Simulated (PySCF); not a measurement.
First SCF of a structure search on triplet CFCl, at a hand-made linear geometry. PySCF input:

```python
from pyscf import gto, scf, dft
mol = gto.M(atom='''
C      0.000000     0.000000     0.000000
F      0.000000     0.000000    -1.390000
Cl     0.000000     0.000000     1.740000''',
    basis={'C': 'def2-TZVP', 'F': 'def2-TZVP', 'Cl': 'def2-TZVP'},
    charge=0, spin=2)
mf = dft.UKS(mol, xc='PBE0')
mf.grids.atom_grid = (50, 194)
aux = {'C': 'def2-universal-JKFIT', 'F': 'def2-universal-JKFIT', 'Cl': 'def2-universal-JKFIT'}
mf = mf.density_fit(auxbasis=aux)
mf.conv_tol = 1e-08
mf.diis_space = 10
mf.max_cycle = 60
mf.init_guess = 'minao'
mf.verbose = 4
mf.kernel()
```

Excerpt of the output (cycles alone):

```
init E= -597.945831383277
cycle= 1 E= -597.621706473208  delta_E= 0.324  |g|= 0.391  |ddm|= 1.68
cycle= 2 E= -597.409177954113  delta_E= 0.213  |g|= 0.86  |ddm|= 0.73
cycle= 3 E= -597.690857063856  delta_E= -0.282  |g|= 0.0403  |ddm|= 0.404
cycle= 4 E= -597.690926837916  delta_E= -6.98e-05  |g|= 0.0433  |ddm|= 0.0592
cycle= 5 E= -597.69175655924  delta_E= -0.00083  |g|= 0.0127  |ddm|= 0.0432
cycle= 6 E= -597.691848730127  delta_E= -9.22e-05  |g|= 0.0022  |ddm|= 0.0136
cycle= 7 E= -597.691857810657  delta_E= -9.08e-06  |g|= 0.000866  |ddm|= 0.00467
cycle= 8 E= -597.691859581326  delta_E= -1.77e-06  |g|= 0.00032  |ddm|= 0.00206
cycle= 9 E= -597.691859808815  delta_E= -2.27e-07  |g|= 0.000121  |ddm|= 0.000839
cycle= 10 E= -597.691859824519  delta_E= -1.57e-08  |g|= 3.76e-05  |ddm|= 0.000232
cycle= 11 E= -597.691859825837  delta_E= -1.32e-09  |g|= 7.59e-06  |ddm|= 6.44e-05
Extra cycle  E= -597.691859825839  delta_E= -1.59e-12  |g|= 1.15e-05  |ddm|= 1.23e-05
converged SCF energy = -597.691859825839  <S^2> = 2.0141518  2S+1 = 3.0094198
```

This is not the lowest solution: another start and a stability analysis within the same unrestricted form found one 14.9 kJ/mol lower, at -597.69755 Eh.

The search for the lowest solution, 3 starts and the stability check together, took 5.2 s on 4 threads of a shared Arm Neoverse V2 host, with 99 basis functions; the process peaked at 0.45 GiB. Launch command: `OMP_NUM_THREADS=4 python axn.py task.json out`.
